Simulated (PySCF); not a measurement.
Which determinant of LiAl⁺ lies lowest?

Unrestricted PBE0; PySCF, no relativity, basis sets Li cc-pVDZ, Al cc-pV(D+d)Z. Outer shells of the fragments: Li+ closed shells only; Al 3s2 3p1.

Followed along the bond (rough minima from three points):

```
2Ms+1   unpaired  ⟨S²⟩ at the start  R at minimum (Å)  Te (eV)
    2        σ ↑               0.76              3.04     0.00
    2        π ↑               0.76              2.83     1.00
    4  σ ↑↑, π ↑               3.75              3.07     3.84
```

Solutions found at the starting distance of 2.580 Å, counted from the lowest of them; the search is not exhaustive and high or unbound solutions are not listed, so other states can lie among these:

```tsv
2Ms+1	unpaired	term	E (eV)	⟨S²⟩	⟨Lz²⟩	μ (D)
2	σ ↑	²Σ⁺	0.00	0.76	0.00	-5.94
2	π ↑	²Π	0.86	0.76	1.01	-5.49
4	σ ↑↑, π ↑	⁴Π	3.86	3.75	1.00	-6.06
4	σ ↑, π ↑↑	⁴Σ⁻	4.79	3.75	0.00	-5.44
2	σ ↑↑, π ↓	mixed	5.05	1.75	1.00	-5.98
4	σ ↑↑↑	⁴Σ⁺	7.56	3.75	0.00	4.50
4	σ ↑, π ↑↑	mixed	8.77	3.75	2.00	0.77
```

A term symbol is given only where ⟨S²⟩ and ⟨Lz²⟩ are close to those of a pure state; real π, δ and φ orbitals otherwise mix terms. A positive dipole points towards Al; it is taken about the centre of mass and depends on that origin.

Question: Compare the gap between the two lowest followed solutions at the starting distance with the gap between their minima.

Answer: At PBE0 the second solution (doublet, unpaired electrons π ↑) lies +0.86 eV from the first (doublet, unpaired electrons σ ↑) at 2.580 Å and +1.00 eV at the minima; the two curves relax by different amounts, since their minima lie near 2.83 and 3.04 Å.

Counting both spins, an empty level lies below a filled one in some of these solutions, because spin and occupation are held.
